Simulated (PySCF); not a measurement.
PySCF input:

```python
from pyscf import gto, scf, dft

mol = gto.M(
    atom='''
    C     0.01225366   -0.24478813   -1.08693639
    Cl   -0.00641773    0.12820516    0.56927130
    H     0.96940014   -0.33504208   -1.57184899
    H    -0.93382079   -0.37571690   -1.58414476
    ''',
    basis='def2-tzvpd',
    charge=0,
    spin=1,
    verbose=4,
)

mf = dft.UKS(mol, xc='tpss').density_fit(auxbasis='def2-universal-jkfit')
mf.grids.level = 3
mf.conv_tol = 1e-9
mf.max_cycle = 100
mf.max_memory = 1500
mf.kernel()
if not mf.converged:
    mf = mf.newton()
    mf.kernel(mf.make_rdm1())
for _ in range(2):
    mo, _, stable, _ = mf.stability(return_status=True)
    if stable:
        break
    mf.kernel(mf.make_rdm1(mo, mf.mo_occ))
mf.analyze()
```

Q: Predict the final energy.

A: -499.50355 Eh (TPSS/def2-TZVPD).

It need not be the lowest isomer of its formula.
